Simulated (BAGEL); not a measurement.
**AlCl2 (SMILES [Cl][Al][Cl]): ROHF/cc-pVTZ (density fitting with qzvpp-jkfit)**

What is the energy change on altering one bond length of AlCl2 at ROHF/cc-pVTZ (density fitting with qzvpp-jkfit)? 

The calculation is run with BAGEL 1.2.2.

2 further runs of the same task are left out: 2 set aside as unsound or not needed. Runs told in other sessions of the task aren't counted.

**1. The structure to begin with**

AlCl2: 3 atoms, total charge 0, spin state doublet. As SMILES, `[Cl][Al][Cl]`. The shape is that of a PBE0-D4/def2-TZVP optimisation.

Bond lengths: Cl1–Al2 2.102 Å, Al2–Cl3 2.102 Å. Angles: Cl1–Al2–Cl3 118.9°.

**2. A single-point energy at ROHF/cc-pVTZ (density fitting with qzvpp-jkfit)**

input.json reads:

```json
{ "bagel": [

{
  "title": "molecule",
  "basis": "cc-pvtz.json",
  "df_basis": "qzvpp-jkfit",
  "angstrom": true,
  "geometry": [
    { "atom": "Cl", "xyz": [    1.374800,    0.868300,    0.838700 ] },
    { "atom": "Al", "xyz": [   -0.432100,    0.520700,   -0.177200 ] },
    { "atom": "Cl", "xyz": [   -0.953600,   -1.453800,   -0.674700 ] }
  ]
},
{
  "title": "rohf",
  "nopen": 1
},
{
  "title": "print",
  "file": "orbitals.molden",
  "orbitals": true
}

]}
```

The basis set cc-pVTZ is read from a file made from the Basis Set Exchange's data (not shown).

Run with:

```console
BAGEL_NUM_THREADS=1 BAGEL input.json > input.out
```

What it wrote:

```text
* using 1 threads per process

  ===============================================================
  ===============================================================

  *** Geometry ***

  { "atom" : "Cl", "xyz" : [      2.597995,      1.640849,      1.584913 ] },
  { "atom" : "Al", "xyz" : [     -0.816551,      0.983980,     -0.334859 ] },
  { "atom" : "Cl", "xyz" : [     -1.802043,     -2.747284,     -1.274998 ] },

  Number of auxiliary basis functions:      384

  Since a DF basis is specified, we compute 2- and 3-index integrals:
    o Being stored without compression. Storage requirement is 0.032 GB

  Number of basis functions:      102
  Number of electrons      :       47

    * METHOD: MOLECULE                             0.14

  *** Open-shell HF ***

  === Nuclear Repulsion ===
   153.5261948265

      * DIIS with orbital gradients will be used.

  === ROHF iteration (cc-pvtz.json) ===
      0      -1161.02384274          0.01398289           0.10
      1      -1161.07606254          0.00681042           0.10
      2      -1161.08684420          0.00310874           0.10
      3      -1161.08950298          0.00089185           0.10
      4      -1161.09036444          0.00026254           0.11
      5      -1161.09050728          0.00008040           0.10
      6      -1161.09053397          0.00001518           0.11
      7      -1161.09053652          0.00000376           0.10
      8      -1161.09053748          0.00000130           0.10
      9      -1161.09053753          0.00000021           0.10
     10      -1161.09053751          0.00000006           0.10
     11      -1161.09053750          0.00000002           0.10
     12      -1161.09053750          0.00000001           0.10
    * SCF iteration converged.

    * S^2 (ROHF) is 0.7500

    * Permanent dipole moment:
           (    0.403955,    -0.511494,     0.162891) a.u.

    * METHOD: ROHF                                 1.47

    * METHOD: PRINT                                0.02

  ===============================================================
```

It took 1.8 s on 1 thread of Arm Neoverse V2, shared host.

**3. The distorted shape at the same level**

Edit input.json of step 2 so:

```diff
@@ -8,3 +8,3 @@
   "geometry": [
-    { "atom": "Cl", "xyz": [    1.374800,    0.868300,    0.838700 ] },
+    { "atom": "Cl", "xyz": [    1.916868,    0.972580,    1.143469 ] },
     { "atom": "Al", "xyz": [   -0.432100,    0.520700,   -0.177200 ] },
```

The basis set cc-pVTZ is read from a file made from the Basis Set Exchange's data (not shown).

Run with:

```console
BAGEL_NUM_THREADS=1 BAGEL input.json > input.out
```

What it wrote:

```text
* using 1 threads per process

  ===============================================================
  ===============================================================

  *** Geometry ***

  { "atom" : "Cl", "xyz" : [      3.622356,      1.837910,      2.160843 ] },
  { "atom" : "Al", "xyz" : [     -0.816551,      0.983980,     -0.334859 ] },
  { "atom" : "Cl", "xyz" : [     -1.802043,     -2.747284,     -1.274998 ] },

  Number of auxiliary basis functions:      384

  Since a DF basis is specified, we compute 2- and 3-index integrals:
    o Being stored without compression. Storage requirement is 0.032 GB

  Number of basis functions:      102
  Number of electrons      :       47

    * METHOD: MOLECULE                             0.14

  *** Open-shell HF ***

  === Nuclear Repulsion ===
   135.0672781497

      * DIIS with orbital gradients will be used.

  === ROHF iteration (cc-pvtz.json) ===
      0      -1160.94822235          0.01650168           0.10
      1      -1161.01378596          0.00919217           0.10
      2      -1161.03037994          0.00481378           0.10
      3      -1161.03588045          0.00098226           0.10
      4      -1161.03718931          0.00040177           0.10
      5      -1161.03753997          0.00016279           0.10
      6      -1161.03763195          0.00004700           0.10
      7      -1161.03766225          0.00001461           0.10
      8      -1161.03766946          0.00000560           0.10
      9      -1161.03767017          0.00000129           0.10
     10      -1161.03767033          0.00000053           0.10
     11      -1161.03767042          0.00000019           0.10
     12      -1161.03767042          0.00000008           0.10
     13      -1161.03767043          0.00000003           0.10
     14      -1161.03767043          0.00000001           0.10
     15      -1161.03767043          0.00000001           0.11
    * SCF iteration converged.

    * S^2 (ROHF) is 0.7500

    * Permanent dipole moment:
           (    1.717271,    -0.196847,     0.908040) a.u.

    * METHOD: ROHF                                 1.77

    * METHOD: PRINT                                0.02

  ===============================================================
```

Wall time 2 s (1 thread of Arm Neoverse V2, shared host).

**4. Outcome**

At ROHF/cc-pVTZ (density fitting with qzvpp-jkfit):

```
                                                           quantity           value
                                          first shape: total energy  -1161.09054 Eh
                                         first shape: dipole moment          1.71 D
                                                  first shape: ⟨S²⟩           0.750
                                      distorted shape: total energy  -1161.03767 Eh
                                     distorted shape: dipole moment          4.96 D
                                              distorted shape: ⟨S²⟩           0.750
energy change with the Cl1–Al2 bond stretched from 2.102 to 2.732 Å        1.439 eV
```

What this shows: With the Cl1–Al2 bond stretched from 2.102 to 2.732 Å the energy rises by 1.44 eV (139 kJ/mol). The first shape isn't relaxed at this level, so the change isn't measured from a minimum.
